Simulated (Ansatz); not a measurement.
Born–Oppenheimer molecular dynamics of ClMg (2 atoms, charge 0, multiplicity 2). It starts from a relaxed structure.

These are results of UKS revPBE-D4/cc-pVDZ (Ansatz 0.2.0), not measurements.

```json
{"ensemble": "NVE (velocity Verlet)", "time step": "2 fs", "steps asked": "250", "starting velocities drawn for": "300 K", "seed": "240671"}
```

First frame:

```xyz
2
Properties=species:S:1:pos:R:3
Mg 0.974 -0.372 0.485
Cl -0.945 0.312 -0.481
```

What does the run give?

The run went to its last step.

```
steps done                                               : 250
time covered                                             : 500 fs
mean temperature over the second half                    : 149 K
spread of the potential energy over the second half      : 2.3 meV per atom
mean potential energy of the second half above the start : 3.3 meV per atom
```

The conserved energy stayed within 0.045 meV per atom of its start (net change -0.0035 meV per atom), so the integration is sound. The temperature averaged 0.50 of the 300 K drawn at the start: a run that starts near a minimum puts about half its kinetic energy into the potential. A run of 0.5 ps of so small a system gives no equilibrium averages.

What happens to the structure?

The same pairs are bonded in the first frame and the last. Pairs count as bonded within 1.25 times the sum of covalent radii (0.12 Å more for H–H). This is one draw of velocities; another would differ in detail.

How do temperature and energy run in time?


```tsv
time (fs)	T (K)	potential energy less start (eV)	conserved less start (meV/atom)
0.0	300	0.000	0.00
16.0	14	0.012	0.04
32.0	253	0.002	0.00
48.0	123	0.008	0.03
64.0	75	0.010	0.03
80.0	285	0.001	0.00
96.0	0	0.013	0.04
112.0	290	0.000	0.00
128.0	65	0.010	0.03
144.0	135	0.007	0.02
160.0	243	0.002	0.00
176.0	20	0.012	0.04
192.0	299	0.000	0.00
208.0	23	0.012	0.04
224.0	198	0.004	0.01
240.0	181	0.005	0.01
256.0	68	0.010	0.03
272.0	280	0.001	0.00
288.0	1	0.013	0.04
304.0	252	0.002	0.01
320.0	112	0.008	0.02
336.0	134	0.007	0.02
352.0	236	0.003	0.01
368.0	6	0.013	0.04
384.0	289	0.000	0.00
400.0	50	0.011	0.03
416.0	202	0.004	0.01
432.0	178	0.005	0.02
448.0	34	0.012	0.03
464.0	300	0.000	0.00
480.0	10	0.013	0.04
496.0	259	0.002	0.00
```

Time of the run: 3.3 min on 1 thread of Arm Neoverse V2, with other jobs on the host, peak memory 0.088 GiB.
